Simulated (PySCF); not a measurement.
How close is B3LYP for cyanomethyl?

Measured values to reproduce: a(14N N3) 9.49 MHz [1]; a(13C C1) 89.02 MHz [3]; a(13C C2) -63.724 MHz [3]. Sources and the comparison follow the method.

Compound: cyanomethyl, C2H2N (doublet state).
Cartesian coordinates in Å at the PBE0-D3(BJ)/def2-SVP level; atoms count from 1:
```xyz
5
C2H2N angstrom
C     -0.5653    0.0099   -0.0093
C      0.8184   -0.0110   -0.0039
N      1.9902   -0.0293    0.0013
H     -1.0991    0.9620   -0.0091
H     -1.1270   -0.9259   -0.0135
```

The species is cyanomethyl (`[CH2]C#N`).

Method: UKS B3LYP, IGLO-III on C N, pcH-1 on H, non-relativistic, mean-field spin-orbit, GIAO in PySCF.

```csv
nucleus,computed a_iso (MHz),published,in MHz,difference of magnitudes (MHz),source
14N N3,9.8,9.49 MHz,9.5,+0.3,[1]
14N N3,9.8,9.86 MHz,9.9,-0.1,[2]
13C C1,70.6,89.02 MHz,89.0,-18.4,[3]
13C C2,-60.1,-63.724 MHz,-63.7,-3.6,[3]
```

Sources: [1] measured, gas; Jaworski, Hedin, Phys. Chem. Chem. Phys. 2022, 24, 15230. [2] computed, CCSD, gas; Jaworski, Hedin, Phys. Chem. Chem. Phys. 2022, 24, 15230. [3] measured, gas; Changala, Franke, Stanton, Ellison, McCarthy, Direct probes of pi-delocalization in prototypical resonance-stabilized radicals: hyperfine-resolved microwave spectroscopy of isotopic propargyl and cyanomethyl.

In relative terms the largest miss is 13C C1, by 21 %. The measured numbers hold vibrational averaging and, outside the gas phase, effects of the matrix or solvent; the computed ones belong to one rigid, isolated geometry and carry the errors of functional and basis. An EPR spectrum gives magnitudes, so published signs often rest on theory.

The largest Mulliken spin populations are on C1 (+0.90), N3 (+0.42) and C2 (-0.24). The positive populations add up to 1.33 and the negative ones to -0.33, together 2S = 1. The angles at C1 add up to 360.0°, so it is planar; its axial dipolar tensor and the negative couplings of its protons fit spin in a p orbital normal to that plane.

The unrestricted determinant has ⟨S²⟩ = 0.7678 (exact 0.7500), 2.4 % above the value of a pure doublet state.
